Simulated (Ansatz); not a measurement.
# PHS+ (doublet): the correlation ladder, def2-QZVPP

An exercise on one series of results from a longer session: the logs are not shown, and one member is left open.

Method: def2-QZVPP, core rule «outside noble gas», up to 10 orbitals frozen; program: Ansatz 0.2.0, Gaussian basis.

Plan: UHF; ROHF; CCSD(T) on UHF.

2 further runs of the same task are left out: 2 set aside as unsound or not needed.

### The geometry

The geometry is a PBE0/def2-TZVP stationary point (not a proven minimum) of the parent state, kept for this charge and spin.

3 atoms, charge 1, spin multiplicity 2.

Atoms are counted from 1 here; the program's logs count them from 0.

Bond lengths: P1–S2 1.958 Å, S2–H3 1.372 Å. Angles: P1–S2–H3 106.9°.

Set-up of the first run:

in.yaml

```yaml
crystal:
  periodic: [false, false, false]
  atoms:
    - {symbol: P, position_ang: [0.000000, 0.037619, 1.017124]}
    - {symbol: S, position_ang: [0.000000, -0.074487, -0.938131]}
    - {symbol: H, position_ang: [0.000000, 1.213601, -1.411786]}
basis:
  gaussian: {orbitals: "def2-QZVPP.json"}
total_charge: 1
magnetization: {spin_polarized: true, initial_magnetization: 1}
hamiltonian: {xc: hf}
output: {orbitals: {seedname: orbitals}}
```

Run with:

```
> ansatz run in.yaml --threads 1 --pin off --events-out ev --progress --plain --max-ram 2393MiB
```

Among the steps run: UHF; ROHF; CCSD(T) on UHF.

One table of the session follows, with a row left open; its other results are not shown here.

```
  method  from UCCSD(T) (kJ/mol)
    ROHF                  +926.8
     UHF                  +906.2
    UMP2                  +144.2
   UCCSD                       ?
UCCSD(T)                       0
```

Q: Estimate the row for UCCSD from the others.

**Answer.** from UCCSD(T) (kJ/mol): +50.5. In the column «from UCCSD(T) (kJ/mol)» it lies between UCCSD(T) (0) and UMP2 (+144.2).
